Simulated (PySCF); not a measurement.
# BH6PSi: the cost of one run

Programs: PySCF 2.14.0, with density-fitted response routines of our own. Each step states its level of theory. These are calculated values for one molecule in the gas phase, unless marked as measured. Atoms count from 0, in the outputs and in this text.

**1. The starting structure**

9 atoms, charge 0, multiplicity 1; geometry from: GFN2-xTB. The atoms were then displaced at random by about 0.01 Å, so the start is not that level's minimum.

Bonds of the start (Å): B0–P1 1.81, P1–Si2 2.21, B0–H3 1.14, B0–H4 1.20, P1–H5 1.37, Si2–H6 1.47, Si2–H7 1.49, Si2–H8 1.45.

**2. Relaxing the molecule at PBE0-D3(BJ)/def2-SVP**

The job: settings as JSON, then the geometry in Å.

```
{"job": {"xc": "PBE0", "basis": "def2-SVP", "d3": "d3bj", "grid": 1, "shake": 0.01, "kind": "geom"}, "charge": 0, "multiplicity": 1}
B     -1.737970    -0.383690    -0.280930
P     -0.528040     0.209220     0.929890
Si     1.403530     0.449720    -0.125430
H     -2.428420    -1.257660    -0.049750
H     -1.919120     0.276300    -1.262390
H     -0.279540    -0.896500     1.701810
H      1.798850    -0.687320    -0.968780
H      2.436700     0.608180     0.935830
H      1.311820     1.664600    -0.913980
```

Launch:

```console
$ OMP_NUM_THREADS=1 python probes_run.py task.json out
```

The driver reads the jobs from task.json and runs them one after another.

**Question.** How long does this first job take on 1 thread of Intel Xeon Platinum 8259CL at 2.50GHz, shared host, and how much memory does it need?

About 23 s, with a peak of 0.36 GiB.
